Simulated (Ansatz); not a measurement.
**CHF (triplet): the correlation ladder, def2-TZVPP**

The task here is to estimate one member of a computed series from the others.

Program: Ansatz 0.2.0, Gaussian basis. Level of theory: def2-TZVPP, core rule «outside noble gas», up to 2 orbitals frozen. These are calculated values, not measurements.

To be run: UHF; ROHF; CCSD(T) on UHF.

2 further runs of the same task are left out: 2 set aside as unsound or not needed.

### The geometry

The geometry is a PBE0/def2-TZVP stationary point (not a proven minimum) of the parent state, kept for this charge and spin.

3 atoms, charge 0, spin multiplicity 3.

Atoms are counted from 1 here; the program's logs count them from 0.

Bond lengths: C1–F2 1.301 Å, C1–H3 1.126 Å. Angles: F2–C1–H3 102.3°.

The first run:

Input file in.yaml:

```yaml
crystal:
  periodic: [false, false, false]
  atoms:
    - {symbol: C, position_ang: [0.000000, -0.163885, 0.747173]}
    - {symbol: F, position_ang: [0.000000, 0.056933, -0.534482]}
    - {symbol: H, position_ang: [0.000000, 0.879752, 1.170931]}
basis:
  gaussian: {orbitals: def2-TZVPP}
magnetization: {spin_polarized: true, initial_magnetization: 2}
hamiltonian: {xc: hf}
output: {orbitals: {seedname: orbitals}}
```

Started as:

```console
$ ansatz run in.yaml --threads 1 --pin off --events-out ev --progress --plain --max-ram 4096MiB --backend cpu
```

Steps of the session up to this table: UHF; ROHF; CCSD(T) on UHF.

One of the session's tables, all rows but one given; the rest of the session is left out.

```
  method  from UCCSD(T) (meV)
    ROHF             +10570.1
     UHF             +10458.2
    UMP2               +708.7
   UCCSD                    ?
UCCSD(T)                    0
```

**Question.** Estimate the row for UCCSD.

As computed: from UCCSD(T) (meV): +313.8. In the column «from UCCSD(T) (meV)» it lies between UCCSD(T) (0) and UMP2 (+708.7).
